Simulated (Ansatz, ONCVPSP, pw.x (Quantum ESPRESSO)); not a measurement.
# Ti (Z = 22) (bcc): variants of one ONCV potential in the solid

ONCVPSP 4.0.1.1 (patched build) input, shortened (lines: element, Z, core and valence counts, functional; n l f; lmax; l rc ep ncon nbas qcut; lloc lpopt rc5 dvloc0; l nproj debl; icmod fcfact rcfact), LDA (Perdew-Wang 92), scalar-relativistic:

```
  Ti 22.00    4    3  -001012      upf
    1    0    2.00
    2    0    2.00
    2    1    6.00
    3    0    2.00
    3    1    6.00
    3    2    2.00
    4    0    2.00
    2
    0    3.05    0.00    4    8    2.10
    1    1.50    0.00    4    8    8.30
    2    2.50    0.00    3    7    7.20
    4    5    1.40    3.00
    0    3    1.70
    1    1    1.00
    2    2    3.60
    3    4.00    1.45
```

Crystal test: bcc Ti in pw.x 7.5, no spin, 15³ k-points, Fermi–Dirac smearing 0.01 Ry, cutoffs set for each file from its atomic test. The reference is all-electron LAPW (Ansatz 0.2.0) with the same functional, mesh and smearing; V0 and B0 come from Birch–Murnaghan fits to the pressures at five volumes. Errors are pseudo minus all-electron; Δ is the rms difference of the E(V) curves that follow from these fits, minima aligned, over ±6 % about the mean V0. Mesh and smearing are coarse, so the numbers serve the comparison and aren't converged zero-temperature values; the lattice is a test structure that the element need not adopt.

All-electron: a0 = 3.173 Å (V0 = 15.97 Å³/atom), B0 = 117.6 GPa.

Base: The largest radius (3.05 bohr) exceeds half the bond length (2.59 bohr), so the spheres overlap, which is one possible source of error among others.

1 further variants are left out: they gave no file fit for a test, a broken result, the same result as the base, or pressures whose basis-set error rivals the error shown.

```tsv
change	cutoffs (Ry)	pw.x	a0 (Å)	a0 error (%)	B0 error (%)	Δ (meV/atom)	mean pressure error (GPa)
base	60/240	converged	3.178	+0.18	-3.0	2.1	+0.59
local potential polynomial inside 1.40 bohr (lpopt 5, dvloc0 -1.5 Ha)	60/240	converged	3.168	-0.14	-1.4	1.7	-0.51
local potential polynomial inside 1.40 bohr (lpopt 5, dvloc0 3.5 Ha)	60/240	converged	3.179	+0.20	-3.2	2.4	+0.67
local potential polynomial inside 1.40 bohr (lpopt 5, dvloc0 6.5 Ha)	60/240	converged	3.183	+0.32	-3.8	3.8	+1.06
```

Question: Give the row for: local potential polynomial inside 1.40 bohr (lpopt 5, dvloc0 8.5 Ha).

Answer: pw.x: converged; mean pressure error (GPa): +1.28; a0 (Å): 3.185; a0 error (%): +0.38; B0 error (%): -4.0; Δ (meV/atom): 4.5.
